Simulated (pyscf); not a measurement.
`[BH2][SiH3]` + `[FH]` → `[BH2][F]` + `[SiH4]`, a four-centre exchange (singlet surface; B–Si, F–H broken, B–F, H–Si formed). Single points on ωB97X-D3(BJ)/def2-SVP structures (PySCF, gas phase). MP2 and CC: frozen core, UHF for open shells. ΔMP2 is the change of the MP2 total energy from the triple- to the quadruple-zeta basis. Energies in kJ/mol from the separated reactants.

Small-basis levels: PySCF, no dispersion term, spherical d functions. 

Quick SVWN5/6-31G* single points give ΔE‡ = -89.4 kJ/mol and ΔE = -224.0 kJ/mol. What does CCSD(T)/def2-TZVPP + ΔMP2(QZVPP) give, and how far is the quick result from it?

CCSD(T)/def2-TZVPP + ΔMP2(QZVPP) gives ΔE‡ = 52.9 kJ/mol and ΔE = -165.9 kJ/mol. SVWN5/6-31G* lies 142.2 kJ/mol under it in the barrier and 58.0 kJ/mol under it in the reaction energy, so on this step it does not hold to within 12.6 kJ/mol. At SVWN5/6-31G* this geometry lies under one side, so its ΔE‡ may be no barrier of that level. CCSD(T)/def2-TZVPP + ΔMP2(QZVPP) has limits of its own. On the reactant side the descent ends in a complex, 17.3 kJ/mol under the separated species and 55.4 kJ/mol under the saddle at ωB97X-D3(BJ)/def2-TZVP. At ωB97X-D3(BJ) the barrier from the zero used here is 38.1 kJ/mol. This is the saddle that the search found; another between the same sides may lie lower. The CCSD(T) − MP2 part came from Ansatz, without density fitting, on the same reference.
